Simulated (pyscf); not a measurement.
Optimised with ωB97X-D3(BJ)/def2-SVP in PySCF.

### Question
Estimate the classical barrier height and the reaction energy of water (H₂O) + [HO–Ga–OH]• -> HO–Ga(OH)–OH + H atom (H•) at ωB97X-D3(BJ)/def2-TZVP. The step runs on the doublet surface, breaks H–O and forms Ga–O; take the separated reactants as zero.

### Answer
ΔE‡ = 1.22 eV, ΔE = +0.58 eV. ωB97M-D3(BJ)/def2-TZVP gives 1.27 eV and +0.74 eV. Zero-point energy shifts the barrier by -0.17 eV. It is a substitution at O, with an imaginary mode of 1791i cm⁻¹. On the reactant side the descent ends in an adduct with a Ga–O contact, 0.69 eV under the separated species and 1.91 eV under the saddle at ωB97X-D3(BJ)/def2-TZVP. What is counted as formed (Ga–O) is already present as a longer contact in the reactant adduct; forming that adduct is a step of its own. One saddle was located; it need not be the lowest between these sides. The angle at the attacked O is 128°. Elements up to Kr have no core potential and no relativistic terms here.
